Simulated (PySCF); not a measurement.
Species: anthracene radical anion, C14H10 (charge -1 and doublet state).
Cartesian coordinates in Å at the PBE0-D3(BJ)/def2-SVP level; atoms count from 1:
```
atom  x, y, z in Å
C1     3.7377    0.2705   -0.3175
C2     3.6214   -0.9278    0.4004
C3     2.3615   -1.4133    0.7426
C4     1.1729   -0.7286    0.3853
C5    -0.1170   -1.1957    0.7178
C6    -1.2953   -0.5068    0.3579
C7    -2.5939   -0.9694    0.6881
C8    -3.7382   -0.2663    0.3183
C9    -3.6231    0.9321   -0.3995
C10   -2.3632    1.4176   -0.7419
C11   -1.1758    0.7312   -0.3837
C12    0.1142    1.1979   -0.7160
C13    1.2929    0.5094   -0.3564
C14    2.5918    0.9715   -0.6862
H15    4.7257    0.6562   -0.5884
H16    4.5186   -1.4824    0.6931
H17    2.2690   -2.3492    1.3038
H18   -0.2074   -2.1322    1.2788
H19   -2.6825   -1.9060    1.2488
H20   -4.7265   -0.6516    0.5889
H21   -4.5205    1.4864   -0.6919
H22   -2.2701    2.3535   -1.3030
H23    0.2047    2.1343   -1.2771
H24    2.6795    1.9082   -1.2470
```

Identity: `c1ccc2cc3ccccc3cc2c1` (anthracene radical anion) [SMILES of the parent framework; charge -1 and doublet state].

Level of theory: PySCF 2.14.0, UKS B3LYP, IGLO-III on C, pcH-1 on H, non-relativistic, mean-field spin-orbit, GIAO. Whether the extra electron is bound in the gas phase wasn't checked; a finite basis holds it in any case. The SCF solution wasn't tested for stability. No frequencies were computed at this geometry's level, so the symmetric structure isn't shown to be a minimum.

The Mulliken spin populations are largest on C12 (+0.27), C5 (+0.27), C10 (+0.14) and C14 (+0.14).

Task: McConnell's relation a(H) = Q·ρ ties the coupling of a proton on a planar π carbon to the spin population of that carbon. What Q do the computed values give?

Result: 
| H | C | ρ(C) | a(H) (G) | a/ρ (G) |
| --- | --- | --- | --- | --- |
| H17 | C3 | +0.142 | -3.36 | -23.7 |
| H18 | C5 | +0.272 | -5.62 | -20.6 |
| H19 | C7 | +0.142 | -3.36 | -23.7 |
| H22 | C10 | +0.143 | -3.37 | -23.7 |
| H23 | C12 | +0.273 | -5.63 | -20.6 |
| H24 | C14 | +0.142 | -3.37 | -23.7 |

A least-squares line through the origin gives Q = -21.7 G with Mulliken populations. In every row coupling and population have opposite signs.

Couplings in gauss use g_iso = 2.0026.

On an x86-64 server with one thread (shared host), this took 5.6 min.
